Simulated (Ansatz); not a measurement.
H$_{3}$Si–GeH, singlet: the ladder up to RCCSDTQ

Geometry: a PBE0/def2-TZVP stationary point for this spin, not checked as a minimum.

```yaml
atoms:
  - { symbol: Si, position_ang: [0.0000, 0.0278, 1.7126] }
  - { symbol: Ge, position_ang: [0.0000, -0.0307, -0.7441] }
  - { symbol: H, position_ang: [0.0000, 1.3481, 2.4004] }
  - { symbol: H, position_ang: [1.1976, -0.7339, 2.1785] }
  - { symbol: H, position_ang: [-1.1976, -0.7339, 2.1785] }
  - { symbol: H, position_ang: [0.0000, 1.5581, -0.8556] }
```

Basis cc-pVDZ; Ansatz 0.2.0. Correlated methods freeze the noble-gas cores and the filled d shells of p-block atoms, which leaves 12 electrons in 46 orbitals. R marks a restricted (for open shells ROHF) determinant, U an unrestricted one. No spin–orbit coupling is included, and no scalar relativity.

Full CI isn't at hand for all of this; RCCSDTQ serves as the reference, and is uncertain by about the last step of the cluster series. The frozen core follows each run's orbitals, which can shift R against U totals by a few meV for light atoms and by up to 0.1 eV past Ca.

```
UHF ⟨S²⟩                          : 0.321
T1 diagnostic (RCCSD)             : 0.0145
largest doubles amplitude (RCCSD) : 0.077
```

```csv
level,E − E(RCCSDTQ) (kJ/mol),share of correlation (%),wall time
RHF,618.7,0.00,–
RMP2,141.2,77.18,–
CISD,75.8,87.74,1.6 s
RCCSD,18.9,96.95,–
RCCSD(T),3.9,99.38,1.4 s
BCCD(T),3.8,99.39,1.5 s
RCCSDT,0.8,99.86,–
RCCSDT(Q),0.1,99.99,14 s
```

The correlation energy at RCCSDTQ, counted from RHF, is -6.413 eV. That run took 56 s on 2 threads of AMD EPYC 7R13 with a shared H100 80 GB, shared host.

Run but not shown, since their state or frozen core can't be matched to the reference's or they repeat it: UHF.

Times hold each run's SCF and search for its determinant on a shared host, so for small cases they say little of a method's own cost; they ran on 1 thread of AMD EPYC 7R13.

Atomization energy (electronic, same basis, no zero-point term; atoms at the same level, unrestricted beside the R rows where the molecule is a closed shell, but restricted open-shell past Ca, as are all atoms' steps beyond CCSDT(Q)) at RCCSDTQ: 1360.5 kJ/mol. Errors of other levels:

```tsv
level	error (kJ/mol)
RHF	-288.3
RMP2	-42.0
CISD	-66.9
RCCSD	-12.2
RCCSD(T)	-1.9
BCCD(T)	-1.8
RCCSDT	-0.7
RCCSDT(Q)	-0.1
```

This basis is far from its limit, so the value isn't to be set against a measured one. Truncated CI isn't size-consistent, which counts against it in atomization.
